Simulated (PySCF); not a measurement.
How the method changes the constants of BO⁻

State: ¹Σ⁺ (singlet), closed shell. Set-up: B def2-SVPD, O def2-SVPD; no relativity (PySCF 2.14). De refers to B + O⁻ in their high-spin ground configurations, without counterpoise correction. A positive dipole points towards O; it is taken about the centre of mass and depends on that origin.

| Level | Re (Å) | ωe (cm⁻¹) | De (eV) | μ (D) |
| --- | --- | --- | --- | --- |
| RHF-MP2 | 1.252 | 1686 | 9.75 | n/a |
| RHF-SCS-MP2 | 1.250 | 1699 | n/a | n/a |
| RHF-CCSD | 1.245 | 1736 | n/a | n/a |
| RHF-CCSD(T) | 1.251 | 1696 | n/a | n/a |
| LDA | 1.237 | 1738 | 10.73 | 2.34 |
| PBE | 1.248 | 1689 | 9.70 | 2.30 |
| r²SCAN | 1.240 | 1739 | 9.56 | 2.35 |
| TPSSh | 1.243 | 1720 | 9.31 | 2.30 |
| PBE0 | 1.236 | 1763 | 9.53 | 2.25 |
| ωB97X | 1.236 | 1766 | 9.46 | 2.19 |
| B2PLYP | 1.243 | 1717 | 9.48 | 2.04 |

The bond length runs from 1.236 Å (PBE0) to 1.252 Å (RHF-MP2). De spans 9.31 eV (TPSSh, hybrid meta-GGA) to 10.73 eV (LDA, local density).

Correlated steps freeze 2 core orbitals. Correlated levels converge slowly with the basis: in double zeta they bind strong bonds too weakly, by up to about 1 eV, and carry superposition errors of some tenths. For an ion De counts to the pair picked by the measured ionisation energies or electron affinities, which need not be the lowest pair at this level. Where the molecule has an RHF reference, its open-shell atoms are computed with UHF. The highest Kohn–Sham level is positive in this anion. Much of that is self-interaction error, but it also means that the finite basis helps to hold the extra electron. B2PLYP dipoles, levels and charges come from its SCF part alone. The CCSD T1 diagnostic is raised, a sign that a single reference may not be enough here.

The whole job (state search and all levels along the bond) took about 1 min on 1 thread of Arm Neoverse V1 (shared host), peak memory 0.5 GiB.
